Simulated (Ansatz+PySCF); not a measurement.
The numbers below are computed, except where a source is named.
This Ansatz input gave a total energy of -39.12171 hartree.

```yaml
crystal:
  periodic: [false, false, false]
  atoms:
    - { symbol: C, position_ang: [0.0, 0.0, 0.0] }
    - { symbol: H, position_ang: [0.98131, 0.0, 0.0] }
    - { symbol: H, position_ang: [-0.54517, 0.94427, 0.0] }
    - { symbol: H, position_ang: [-0.54517, -0.94427, 0.0] }
basis:
  gaussian: { orbitals: STO-3G }
magnetization:
  spin_polarized: true
  initial_magnetization: 1
hamiltonian:
  xc: hf
correlation:
  method: ccsd_t
  frozen_orbitals: { C: 1, H: 0 }
scf:
  omitted_lower_state_checks: [stability, starts, atomic_configurations, cluster_reference, orbital_swaps, given_window_search, neighbouring_geometries, increment]
```

Write an input for PySCF with the same method and basis set.

```python
from pyscf import gto, scf, cc

mol = gto.M(atom="""
C 0.000000 0.000000 0.000000
H 0.981310 0.000000 0.000000
H -0.545170 0.944270 0.000000
H -0.545170 -0.944270 0.000000
""", basis='sto-3g', charge=0, spin=1)
mf = scf.UHF(mol)
mf.kernel()
mycc = cc.CCSD(mf, frozen=1).run()
et = mycc.ccsd_t()
print(mf.e_tot, mycc.e_corr, et, mycc.e_tot + et)
```

PySCF 2.14.0 gave -39.12171 hartree, 0.00 meV from the first.
